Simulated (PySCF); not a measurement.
**Bond curve of PH⁺**

Set-up: P def2-TZVP, H def2-TZVP; no relativity (PySCF 2.14). Energies in eV from P⁺ + H in their ground configurations at the same level. State: ²Π (doublet), unpaired electrons π ↑.

```csv
R (Å),PBE0
1.234,-2.893
1.292,-3.197
1.349,-3.373
1.392,-3.438
1.435,-3.457
1.478,-3.439
1.536,-3.368
1.607,-3.224
1.693,-2.993
1.808,-2.627
```

Task: Put a parabola through the three lowest points of the PBE0 curve and estimate Re, k and ωe (reduced mass 0.9761 u; 1 eV/Å² = 0.16022 mdyn/Å; ωe = 1302.8·√(k/μ) cm⁻¹).

Result: Through R = 1.392, 1.435, 1.478 Å the second-order coefficient is 10.0 eV/Å², so Re ≈ 1.436 Å, k ≈ 3.21 mdyn/Å and ωe ≈ 2361 cm⁻¹. A polynomial fit of higher order to the unrounded PBE0 energies gives Re = 1.434 Å, k = 3.24 mdyn/Å, ωe = 2373 cm⁻¹; anharmonicity and rounding make the difference.

The higher-order fit for each curve: PBE0: Re = 1.434 Å, ωe = 2373 cm⁻¹, De = 3.46 eV.

For an ion De counts to the pair picked by the measured ionisation energies or electron affinities, which need not be the lowest pair at this level. The state is the lowest determinant that a PBE0 search found; another state may lie lower at other levels.
